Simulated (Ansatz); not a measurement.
Calculated with Ansatz (gas phase, PBE0-D4/def2-TZVP geometries, no zero-point term in ΔE). CCSD(T)/CBS is the MP2 limit (def2-TZVPP, def2-QZVPP) plus CCSD(T) − MP2 in def2-TZVPP, frozen cores. This one scheme is used for every species. Each species was taken in one conformer, which may not be the lowest.

Consider the substitution at a C–C bond: `CCC(F)S` + H₂S → `FC(S)S` + `CC`.

`CCC(F)S`:

Z-matrix (Å, degrees):
```
C
C 1 1.517
H 1 1.091 2 110.5
H 1 1.091 2 111.4 3 -120.4
H 1 1.093 2 111.2 3 119.5
C 2 1.512 1 113.7 3 -177.4
H 2 1.095 1 110.9 3 60.1
H 2 1.095 1 110.3 3 -57.8
S 6 1.800 2 115.0 1 -64.4
F 6 1.383 2 108.4 1 171.2
H 6 1.096 2 110.9 1 53.8
H 9 1.344 6 96.0 2 -47.0
```

H₂S:

Z-matrix (Å, degrees):
```
S
H 1 1.341
H 1 1.341 2 92.3
```

`FC(S)S`:

```xyz
7

F     0.504   -1.491   -0.697
C     0.241   -0.237   -0.213
S    -1.502   -0.004    0.143
S     1.204   -0.088    1.319
H     0.580    0.482   -0.959
H    -1.887    0.149   -1.138
H     0.860    1.189    1.545
```

`CC`:

Cartesian coordinates in Å:
```
C 0.011 -0.423 -0.630
C -0.011 0.423 0.630
H -0.918 -0.321 -1.196
H 0.832 -0.133 -1.291
H 0.138 -1.483 -0.397
H 0.918 0.321 1.196
H -0.832 0.133 1.291
H -0.138 1.483 0.397
```

| species | CCSD(T)/CBS(def2) energy (Eh) |
| --- | --- |
| `CCC(F)S` | -615.93705 |
| H₂S | -398.97279 |
| `FC(S)S` | -935.17586 |
| `CC` | -79.71954 |

Problem. Work out ΔE.

Solution. ΔE = (-935.17586) + (-79.71954) − (-615.93705) − (-398.97279) = 0.01444 Eh = +37.9 kJ/mol.

Largest T1 diagnostic among the species: 0.012.

At CCSD(T), def2-SVP lies +14.0 kJ/mol from the extrapolated value and def2-TZVPP +2.8 kJ/mol. From BLYP to BHLYP (50 % exact exchange), in def2-TZVPP and without D4, ΔE moves by +11.3 kJ/mol.
